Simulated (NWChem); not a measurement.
# hydrogen cyanide (CHN); SMILES N#C

Results from NWChem. B3LYP is NWChem's, with the RPA form of VWN correlation. The level has its own optimisation; frequencies are unscaled.

Problem. What does the run give for B3LYP/3-21G? Quantities: r C–N (Å); r C–H (Å); highest harmonic frequency (cm⁻¹); lowest (cm⁻¹); zero-point energy (kcal/mol); dipole (D).

Solution. 
- r C–N (Å): 1.161
- r C–H (Å): 1.064
- highest harmonic frequency (cm⁻¹): 3497
- lowest (cm⁻¹): 900
- zero-point energy (kcal/mol): 10.7
- dipole (D): 2.72
